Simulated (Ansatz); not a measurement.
# CH₃⁺, singlet in cc-pVTZ: errors against RCCSDT(Q)

Geometry: a PBE0/def2-TZVP stationary point for this spin, not checked as a minimum.

```xyz
4

C     0.0000    0.0000    0.0000
H     1.0932    0.0139   -0.0002
H    -0.5586    0.9397   -0.0028
H    -0.5345   -0.9536    0.0030
```

Basis cc-pVTZ; Ansatz 0.2.0. Only valence electrons are correlated (noble-gas cores frozen), which leaves 6 electrons in 71 orbitals. R marks a restricted (for open shells ROHF) determinant. Active spaces: valence = (6e, 7o) chosen from the atoms' valence shells.

Full CI isn't at hand for all of this; RCCSDT(Q) serves as the reference, and is uncertain by about the last step of the cluster series.

* UHF ⟨S²⟩: 0.000
* T1 diagnostic (RCCSD): 0.0050
* largest doubles amplitude (RCCSD): 0.056

| level | E − E(RCCSDT(Q)) (mEh) | share of correlation (%) | wall time |
| --- | --- | --- | --- |
| RHF | 157.45 | 0.00 | – |
| RMP2 | 25.37 | 83.89 | – |
| RCCSD | 3.49 | 97.78 | – |
| RCCSD(T) | 0.45 | 99.71 | 0.87 s |
| BCCD(T) | 0.45 | 99.72 | 1.1 s |
| RCCSDT | 0.06 | 99.96 | – |
| CASSCF (valence space) | 91.39 | 41.96 | – |
| NEVPT2 (valence space) | 21.41 | 86.40 | 1.9 s |
| MRCISD (valence space) | 2.97 | 98.11 | – |
| MRCISD+Q (valence space) | 0.47 | 99.70 | 3.3 s |

The correlation energy at RCCSDT(Q), counted from RHF, is -4.284 eV. That run took 17 s on 1 thread of Intel Xeon Platinum 8375C, shared host.

Times hold each run's SCF and search for its determinant on a shared host, so for small cases they say little of a method's own cost; they ran on 1 thread of Intel Xeon Platinum 8375C.

Natural occupations of CASSCF (valence space) about the gap: 1.982 1.979 1.974 0.018 0.018 0.017 0.011; effectively unpaired electrons, Σ n²(2−n)², 0.01.
